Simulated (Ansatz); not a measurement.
Input file:

```yaml
crystal:
  periodic: [false, false, false]
  atoms:
    - {symbol: N, position_ang: [-0.104201, 0.000000, 1.521268]}
    - {symbol: Ga, position_ang: [0.011438, 0.000000, -0.361116]}
    - {symbol: H, position_ang: [0.328389, -0.826162, 1.919816]}
    - {symbol: H, position_ang: [0.328389, 0.826162, 1.919816]}
basis:
  gaussian: {orbitals: cc-pVDZ}
magnetization: {spin_polarized: false}
correlation: {method: ccsdtq, electrons: outside_noble_gas}
```

```sh
$ ansatz run in.yaml --threads 2 --pin off --events-out ev --progress --plain --max-ram 24576MiB --backend cuda --devices 0, --max-vram 18GiB
```

Output:

```
1010 factors; integrals over basis functions are off by at most 1.7e-7 eV
mean field evaluation 1: about -53844.0268 eV, gradient 3.5e1 eV
mean field evaluation 2: about -53844.0323 eV, gradient 3.5e1 eV
mean field evaluation 4: about -53846.9223 eV, gradient 2.0e0 eV
mean field evaluation 8: about -53846.9473 eV, gradient 2.2e-4 eV
mean field evaluation 16: about -53846.9409 eV, gradient 1.2e-1 eV
mean field -53846.94731777 eV, -1978.8388151563 hartree, gradient 1.6e-6 eV, S^2 0.000000; 0 other end points of the search recorded, 0 dependent functions left out
15 core orbitals not correlated: weight in the atoms' cores, before any rotation towards them, 0.933 or more for the frozen orbitals, at most 0.067 for the correlated occupied ones
reference -53846.94731777 eV, -1978.8388151563 hartree; 5, 5 occupied and 31, 31 virtual orbitals, 1010 factors
second order -6.11234206 eV of doubles, -0.00000000 eV of singles
cycle   1  -6.41606686 eV  change   -3.0e-1 eV  update   8.8e-2
cycle   2  -6.75433945 eV  change   -3.4e-1 eV  update   4.5e-2
cycle   3  -6.93766229 eV  change   -1.8e-1 eV  update   2.8e-2
cycle   4  -6.91499307 eV  change    2.3e-2 eV  update   9.1e-3
cycle   5  -6.91296271 eV  change    2.0e-3 eV  update   5.7e-3
cycle   6  -6.91717707 eV  change   -4.2e-3 eV  update   3.4e-3
cycle   7  -6.91684575 eV  change    3.3e-4 eV  update   1.5e-3
cycle   8  -6.91631601 eV  change    5.3e-4 eV  update   1.0e-3
cycle   9  -6.91634686 eV  change   -3.1e-5 eV  update   4.5e-4
cycle  10  -6.91665938 eV  change   -3.1e-4 eV  update   1.4e-4
cycle  11  -6.91659655 eV  change    6.3e-5 eV  update   7.2e-5
cycle  12  -6.91661201 eV  change   -1.5e-5 eV  update   4.1e-5
cycle  13  -6.91659421 eV  change    1.8e-5 eV  update   2.4e-5
cycle  14  -6.91658818 eV  change    6.0e-6 eV  update   4.5e-6
cycle  15  -6.91658827 eV  change   -8.9e-8 eV  update   3.1e-6
cycle  16  -6.91658858 eV  change   -3.1e-7 eV  update   1.1e-6
Total energy: -53853.86390635 eV, -1979.0929950985 hartree
```

Ran on 2 threads of AMD EPYC 7R13 with a shared H100 80 GB, shared host: 25 s wall, 0.8 GiB peak host memory.
